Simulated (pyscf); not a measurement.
F–Ge•(F)–F + NH₃ → HF + H₂N–Ge•(F)–F (four-centre exchange; doublet surface; F–Ge, H–N broken, F–H, Ge–N formed). Structures and frequencies: ωB97X-D3(BJ)/def2-SVP in PySCF. Energies in kcal/mol from the separated reactants.

```
level                   barrier  reaction energy
----------------------  -------  ---------------
PBE/def2-TZVP               4.4             +8.8
r²SCAN/def2-TZVP            [?]              [?]
B3LYP-D3(BJ)/def2-TZVP      7.7             +8.3
M06-2X/def2-TZVP            [?]             +8.9
ωB97M-D3(BJ)/def2-TZVP      8.4             +9.1
HF/def2-TZVP               24.2            +11.3
```

Q: Complete the blanks.

A: 
- r²SCAN/def2-TZVP, barrier: 5.6
- r²SCAN/def2-TZVP, reaction energy: +9.2
- M06-2X/def2-TZVP, barrier: 7.6

On the reactant side the descent ends in an adduct with a Ge–N contact, 16.3 kcal/mol under the separated species and 23.8 kcal/mol under the saddle at ωB97X-D3(BJ)/def2-TZVP. On the product side the descent ends in a complex, 5.6 kcal/mol under the separated species and 4.8 kcal/mol under the saddle at ωB97X-D3(BJ)/def2-TZVP. At PBE, r²SCAN, B3LYP-D3(BJ), M06-2X, ωB97M-D3(BJ) the saddle lies under the separated products, which points to a path from their complex (located at ωB97X-D3(BJ) alone), and parting the products costs more than the saddle. What is counted as formed (Ge–N) is already present as a longer contact in the reactant adduct; forming that adduct is a step of its own. One saddle was located; it need not be the lowest between these sides. Elements up to Kr have no core potential and no relativistic terms here.
